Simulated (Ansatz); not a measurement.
Results of revPBE in Ansatz (PAW) for zinc-blende InAs.

Total energies, extrapolated to zero smearing (they compare only within this program, potentials and cutoff; free atoms with spin allowed, lowest state found):

| system | energy (eV/atom) |
|---|---|
| zinc-blende InAs, relaxed | -5232.3367 |
| free In atom | -5601.8625 |
| free As atom | -4857.7197 |

Work out the cohesive energy per atom.

E_coh = [1 × (-5601.8625) + 1 × (-4857.7197)]/2 − (-5232.3367) = 2.55 eV/atom. The reference value is 3.08 eV/atom (measured, static lattice: zero-point vibration energy added, our sources range from 3.08 to 3.25; as tabulated in Mejia-Rodriguez and Trickey (2018), arXiv:1807.09216), not set against a level without spin–orbit coupling.

Spin–orbit coupling is left out; its size isn't shown.

The PAW data were made under PBE.

Ansatz is a quantum-chemistry and plane-wave program.
